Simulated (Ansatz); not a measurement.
`CNC(O)S` + H₂ → `CNCS` + H₂O  (hydrogenolysis of a C–O bond)

Calculated with Ansatz (gas phase, PBE0-D4/def2-TZVP geometries, no zero-point term in ΔE). CCSD(T)/CBS adds triple-zeta CCSD(T) − MP2 to the extrapolated MP2 energy (def2 sets, frozen cores). This one scheme is used for every species. DFT in def2-TZVPP. B3LYP here is the variant with VWN-RPA as its local correlation; programs differ in this. Each species was taken in one conformer, which may not be the lowest.

Question: Is it downhill or uphill in electronic energy at CCSD(T)/CBS, and by how much? (Estimate.)

Answer: Ansatz gave: Downhill: ΔE = -0.79 eV.

Question: What do these levels give: BLYP-D4, PBE0-D4, B3LYP-D4, B2PLYP, PBE, BLYP, r2SCAN, LC-ωPBE, HF/def2-SVP, MP2/def2-SVP, CCSD(T)/def2-SVP, HF/def2-TZVPP? (An estimate is asked.)

Answer: Computed: BLYP-D4 -0.64, PBE0-D4 -0.73, B3LYP-D4 -0.71, B2PLYP -0.77, PBE -0.70, BLYP -0.74, r2SCAN -0.66, LC-ωPBE -0.78, HF/def2-SVP -0.79, MP2/def2-SVP -0.60, CCSD(T)/def2-SVP -0.60, HF/def2-TZVPP -0.91 eV.

Question: What do rigid-rotor, harmonic-oscillator terms from PBE0-D4/def2-TZVP frequencies (298.15 K, 1 bar) make of the CCSD(T)/CBS value? (Best estimate.)

Answer: Ansatz gave: ΔZPE = +0.18 eV, ΔH = -0.62 eV, ΔS = 38 J/(mol·K), ΔG = -0.73 eV.

Largest T1 diagnostic among the species: 0.011.

From BLYP to BHLYP (50 % exact exchange), in def2-TZVPP and without D4, ΔE moves by −0.09 eV. Leaving LDA and LC-ωPBE aside and taking each functional with its dispersion term where it has one, the values, not all of them listed here, spread over 0.16 eV, from PBE-QIDH to revPBE-D4. LDA lies +0.14 eV from PBE without D4. The D4 term adds +0.07 eV with B3LYP and +0.04 eV with PBE0; it sums over pairs of atoms, weighted by their polarisabilities, and B3LYP, whose exchange is more repulsive, gets the larger term.
